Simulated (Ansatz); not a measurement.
Coupled-cluster diagnostics for Si₂C, Ansatz.

Geometry of the singlet (PBE0-D4/def2-TZVP):

```xyz
3

Si   -0.112    1.485    0.103
Si   -0.444   -1.423   -0.063
C     0.556   -0.061   -0.040
```

Correlated methods freeze 11 core orbitals. The structure comes from a short search, and lower isomers may exist.

Geometry of the charge 0 triplet (PBE0-D4/def2-TZVP):

```xyz
3

Si   -0.837   -1.524    0.304
Si    0.836    1.525   -0.304
C     0.001   -0.001   -0.001
```

Geometry of the charge 0 quintet (PBE0-D4/def2-TZVP):

Cartesian coordinates in Å:
```
Si -0.798 1.546 -0.316
Si 0.805 -1.559 0.318
C -0.007 0.013 -0.003
```

Estimate the CCSD(T) correlation energy, the shares of MP2 and (T), T1 and the reference's ⟨S²⟩ for: charge 0, singlet, own geometry in def2-TZVPP; charge 0, singlet, own geometry in def2-TZVPD; charge 0, triplet, own geometry in def2-TZVPP; charge 0, quintet, own geometry in def2-TZVPP; charge 1, doublet, vertical in def2-TZVPP; charge -1, doublet, vertical in def2-TZVPD; and the rough time on 4 threads of Arm Neoverse V2 on a shared host.


```csv
state,basis,correlation (eV),MP2 share (%),(T) share (%),T1,⟨S²⟩ (pure),wall time,remarks
"charge 0, singlet, own geometry",def2-TZVPP,-10.392,88.6,6.9,0.020,0.00 (0.00),0.85 s,–
"charge 0, singlet, own geometry",def2-TZVPD,-10.364,88.5,6.9,0.020,0.00 (0.00),1 s,–
"charge 0, triplet, own geometry",def2-TZVPP,-9.369,83.7,5.9,0.026,2.03 (2.00),2.4 s,–
"charge 0, quintet, own geometry",def2-TZVPP,-8.425,78.4,5.5,0.063,6.08 (6.00),4.8 s,"flagged by the program, large T1"
"charge 1, doublet, vertical",def2-TZVPP,-8.785,81.6,5.6,0.051,1.02 (0.75),2.6 s,"large T1, spin-contaminated"
"charge -1, doublet, vertical",def2-TZVPD,-10.631,84.0,6.8,0.054,1.12 (0.75),3.2 s,"large T1, spin-contaminated"
```
Customary marks for T1 are 0.02 (closed shells), 0.045 (open shells) and about 0.05 (3d metals). T1 exceeds 0.02 in 4 of 6 rows and 0.045 in 3; the higher it lies, the less the single-reference result can be trusted.
